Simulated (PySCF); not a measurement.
Gas-phase reaction: 2 AlCl₂NH₂ + 2 H ⇌ AlCl₃ + AlCl + 2 NH₃

Energies from PySCF, thermal terms from the rigid-rotor harmonic-oscillator model, ideal gas at 1 bar. † marks an energy on the PBE0/def2-TZVP geometry and frequencies; other levels use their own. CCSD(T) freezes the core. 6-31G* has spherical d functions here. Open shells (unrestricted): H (multiplicity 2); the rest are closed-shell singlets. B3LYP is the form with VWN-RPA correlation. AlCl₂NH₂: computed as isolated molecules; such fragments, hydroxides, amides, oligomers or adducts are transient or little studied in the gas. CCSD(T) isn't extrapolated to the basis-set limit; its ΔH°(298 K) is -174.7 kJ in def2-SVP and -184.6 kJ in def2-TZVPP. The harmonic model lacks anharmonicity and excited electronic states, which grow with temperature; levels with a mode under 35 cm⁻¹ are left out.

ΔH° and ΔS° at 298 K: B3LYP/6-31G* -203 kJ, 50 J/K; CCSD(T)/def2-TZVPP† -185 kJ, 51 J/K; PBE/def2-SVP -166 kJ, 49 J/K.

With the heat capacities included, give log10 K (1 bar) at 500, 800, 1200, 1600, 2500 K from B3LYP/6-31G*, CCSD(T)/def2-TZVPP†, PBE/def2-SVP.


| T (K) | B3LYP/6-31G* | CCSD(T)/def2-TZVPP† | PBE/def2-SVP |
|---|---|---|---|
| 500 | 23.6 | 21.7 | 19.6 |
| 800 | 15.0 | 13.9 | 12.5 |
| 1200 | 10.0 | 9.3 | 8.3 |
| 1600 | 7.3 | 6.8 | 6.0 |
| 2500 | 4.2 | 3.9 | 3.3 |
